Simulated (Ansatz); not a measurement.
# AlBCl (sextet): from Hartree-Fock to the top rungs, cc-pVDZ

One table from this session's results is given with a row withheld; the runs are named, their logs left out.

Program: Ansatz 0.2.0, Gaussian basis. Level of theory: cc-pVDZ, core rule «outside noble gas», up to 11 orbitals frozen. These are calculated values, not measurements.

To be run: UHF; CCSD(T) on ROHF; CCSD(T) on UHF; BCCD(T) on ROHF; CISD; CCSDT(Q) on ROHF; CCSDT(Q) on UHF.

28 further runs of the same task are left out: 7 for a known fault of the program, 6 that didn't finish, 15 set aside as unsound or not needed.

## The system

The geometry is a PBE0/def2-TZVP stationary point (not a proven minimum) of the parent state, kept for this charge and spin.

3 atoms, charge 0, spin multiplicity 6.

Atoms are counted from 1 here; the program's logs count them from 0.

Bond lengths: Al1–B2 1.930 Å, B2–Cl3 1.700 Å. Angles: Al1–B2–Cl3 180.0°.

The first run:

The input, in.yaml:

```yaml
crystal:
  periodic: [false, false, false]
  atoms:
    - {symbol: Al, position_ang: [0.000000, 0.000000, 1.853400]}
    - {symbol: B, position_ang: [0.000000, 0.000000, -0.076600]}
    - {symbol: Cl, position_ang: [0.000000, 0.000000, -1.776800]}
basis:
  gaussian: {orbitals: cc-pVDZ}
magnetization: {spin_polarized: true, initial_magnetization: 5}
hamiltonian: {xc: hf}
output: {orbitals: {seedname: orbitals}}
```

Command:

```bash
ansatz run in.yaml --threads 1 --pin off --events-out ev --progress --plain --max-ram 2393MiB
```

Steps of the session up to this table: UHF; CCSD(T) on ROHF; CCSD(T) on UHF; BCCD(T) on ROHF; CISD; CCSDT(Q) on ROHF; CCSDT(Q) on UHF.

One of the session's tables, all rows but one given; the rest of the session is left out.

```
   method  from UCCSDT(Q) (kJ/mol)
     ROHF                   +588.3
      UHF                   +582.2
     RMP2                    +82.9
     UMP2                    +83.0
     CISD                    +57.9
    RCCSD                    +19.2
    UCCSD                        ?
 RCCSD(T)                     +3.7
 UCCSD(T)                     +3.7
  BCCD(T)                     +3.7
   RCCSDT                     +1.4
   UCCSDT                     +1.3
RCCSDT(Q)                     +0.3
UCCSDT(Q)                        0
```

Q: Estimate the row for UCCSD from the others.

As computed: from UCCSDT(Q) (kJ/mol): +19.1. In the column «from UCCSDT(Q) (kJ/mol)» it lies between BCCD(T) (+3.7) and RCCSD (+19.2).

Caveats from the session: Restricted and unrestricted rows rest on different reference determinants; where their highest levels disagree by more than a few hundredths of an eV, they describe different states and don't form one ladder.
